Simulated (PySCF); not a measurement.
Several orderings of computed values.

Each SMILES stands for a single optimised conformer of the isolated species, non-relativistic unless stated; the electronic structure was computed with PySCF and density fitting.

The conformers computed, where there is a choice (atom-mapped SMILES and torsion angles):
- `[H]/[N:1]=[CH:2]/[O:3][CH:4]=[O:5]`: N1–C2–O3–C4 3°, C2–O3–C4–O5 1°
- `[H]/[N:1]=[CH:2]\[C:3](=[O:4])[OH:5]`: N1–C2–C3–O4 0°, H–O5–C3–C2 180°

(1) Rank by smallest rotational constant, lowest first (PBE0-D3(BJ)/def2-SVP).
A. `N#CC1(F)C=C1`
B. `N#CC1=C[C@H]1F`
C. `[H]/N=C/OC=O`
D. `N#CC1=C(F)C1`
E. `N#C[C@@H]1C=C1F`

(2) Rank by dipole moment, lowest first (PBE0-D3(BJ)/def2-SVP).
A. `N#CC1(F)C=C1`
B. `[H]/N=C\C(=O)O`
C. `[H]/N=C/OC=O`
D. `N#CC1=C(F)C1`
E. `N#C[C@@H]1C=C1F`

Answers

(1) D (1.800 GHz), B (1.929 GHz), E (2.029 GHz), A (2.552 GHz), C (3.320 GHz).

(2) B (2.38 D), C (3.24 D), D (3.50 D), E (3.88 D), A (4.33 D).
